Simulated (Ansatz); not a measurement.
**MgH2 (triplet): wave-function methods side by side at angle H2–Mg1–H3 = 123.9°, aug-cc-pVTZ**

An exercise on one series of results from a longer session: the logs are not shown, and one member is left open.

Program: Ansatz 0.2.0, Gaussian basis. Level of theory: aug-cc-pVTZ, core rule «outside noble gas», up to 5 orbitals frozen. These are calculated values, not measurements.

The runs, in order: UHF; CCSD(T) on ROHF; CCSD(T) on UHF; BCCD(T) on ROHF; CCSDT(Q) on ROHF; CCSDT(Q) on UHF; CASSCF and NEVPT2, 4 electrons in 6 orbitals; Full CI.

12 further runs of the same task are left out: 1 for a known fault of the program, 9 that didn't finish, 2 set aside as unsound or not needed. Runs told in other sessions of the task aren't counted.

## The system

The geometry derives from a PBE0/def2-TZVP stationary point (not a proven minimum). One angle is set to the value named; bond lengths are kept.

3 atoms, charge 0, spin multiplicity 3.

Atoms are counted from 1 here; the program's logs count them from 0.

Bond lengths: Mg1–H2 1.997 Å, Mg1–H3 1.997 Å. Angles: H2–Mg1–H3 123.9°.

The first run:

Contents of in.yaml:

```yaml
crystal:
  periodic: [false, false, false]
  atoms:
    - {symbol: Mg, position_ang: [0.000000, 0.000000, -0.071924]}
    - {symbol: H, position_ang: [0.000000, 1.762466, 0.867170]}
    - {symbol: H, position_ang: [0.000000, -1.762466, 0.867170]}
basis:
  gaussian: {orbitals: aug-cc-pVTZ}
magnetization: {spin_polarized: true, initial_magnetization: 2}
hamiltonian: {xc: hf}
output: {orbitals: {seedname: orbitals}}
```

Started as:

```console
$ ansatz run in.yaml --threads 1 --pin off --events-out ev --progress --plain --max-ram 2393MiB
```

Steps of the session up to this table: UHF; CCSD(T) on ROHF; CCSD(T) on UHF; BCCD(T) on ROHF; CCSDT(Q) on ROHF; CCSDT(Q) on UHF; CASSCF and NEVPT2, 4 electrons in 6 orbitals; Full CI.

One table of the session follows, with a row left open; its other results are not shown here.

| method | from FCI (kcal/mol) |
| --- | --- |
| UHF | +35.15 |
| RMP2 | +12.52 |
| UMP2 | +14.02 |
| RCCSD | +1.74 |
| UCCSD | ? |
| RCCSD(T) | +0.46 |
| UCCSD(T) | +0.44 |
| BCCD(T) | +0.50 |
| RCCSDT | +0.02 |
| UCCSDT | 0.00 |
| RCCSDT(Q) | 0.00 |
| UCCSDT(Q) | -0.01 |
| CASSCF valence | +16.43 |
| NEVPT2 valence | +5.06 |
| FCI | 0 |

**Question.** Estimate the row for UCCSD.

**Answer.** from FCI (kcal/mol): +1.41. In the column «from FCI (kcal/mol)» it lies between BCCD(T) (+0.50) and RCCSD (+1.74).

Left out of the table: ROHF (another determinant or state than the rows shown).

Limits of these values: The report flags that the cluster equations may have other roots. The program flags RCCSD(T), UCCSD(T), BCCD(T), RCCSDT(Q), UCCSDT(Q) as in doubt, so those rows may rest on another solution. Levels on UHF freeze UHF's core orbitals, full CI those of ROHF, so the U rows can settle a little off it for that reason alone. Restricted and unrestricted rows rest on different reference determinants; a gap between their highest levels can come from leftover correlation error, from unlike frozen cores or from another state.
